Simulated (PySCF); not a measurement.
Computed with PySCF (xtb for GFN2) and rigid-rotor harmonic-oscillator thermochemistry at 1 bar. Table values come from the NASA 1993 polynomials. All species are closed-shell singlets. The harmonic model lacks anharmonicity and excited electronic states, which grow with temperature; levels with a mode under 35 cm⁻¹ are left out. The table's entry may be an old estimate for AlClF₂ (not checked at source).

Harmonic frequencies at GFN2-xTB (cm⁻¹): 146, 189, 264, 502, 792, 837. Point group C2v; S°(298 K) = 302.6 J/mol/K at this level.

### Question
Work out Cp and S° of gaseous AlClF₂ at 500, 800, 1200, 1600, 2000 K from these, and set them beside the table.

### Answer
```
T (K)  Cp GFN2-xTB  Cp table  S° GFN2-xTB  S° table
-----  -----------  --------  -----------  --------
500           75.2      74.5        339.5     334.2
800           79.6      79.2        376.0     370.4
1200          81.5      81.2        408.7     403.0
1600          82.2      82.1        432.2     426.5
2000          82.5      82.5        450.6     444.9
```
Units J/mol/K.
